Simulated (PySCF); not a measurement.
## Diatomic cations of Si with the second period

CCSD(T) with triple-zeta basis sets in PySCF, for the lowest determinant that a PBE0 search found; no spin–orbit coupling. De refers to high-spin ground-configuration atoms (the charge goes to the atom of lower measured ionisation energy or higher electron affinity, which is not always the lowest computed limit).

```csv
M,basis,"reference, frozen orbitals",charged atom,state (unpaired electrons),Re (Å),ωe (cm⁻¹),De (eV)
Li,def2-TZVP,"UHF, 5",Li+,"triplet (σ ↑, π ↑)",2.774,266,0.66
B,def2-TZVPPD,"UHF, 6",Si+,"triplet (σ ↑, π ↑)",2.114,518,2.44
C,def2-TZVPPD,"UHF, 6",Si+,"quartet (σ ↑, π ↑↑)",1.820,840,3.48
N,def2-TZVPPD,"UHF, 6",Si+,triplet (π ↑↑),1.791,782,2.35
O,def2-TZVPPD,"UHF, 6",Si+,doublet (σ ↑),1.532,1132,4.56
F,def2-TZVPPD,"RHF, 6",Si+,singlet (closed shell),1.539,1039,6.72
```

Question: By what factor does the bond length vary along the series?

Answer: At CCSD(T) it runs from 1.532 Å (SiO⁺) to 2.774 Å (LiSi⁺), a factor of 1.81.

The rows differ in basis set, which adds steps of its own.

The state changes along the series, so neighbouring rows are not always alike in their bonding.

Correlated steps freeze the inner cores (5 to 6 orbitals); shallow outer-core shells are correlated. For an ion De counts to the pair picked by the measured ionisation energies or electron affinities, which need not be the lowest pair at this level. Where the molecule has an RHF reference, its open-shell atoms are computed with UHF. The CCSD T1 diagnostic is raised in SiC⁺, SiO⁺, a sign that a single reference may not be enough there. States were picked by a PBE0 search and need not be the measured ground states.
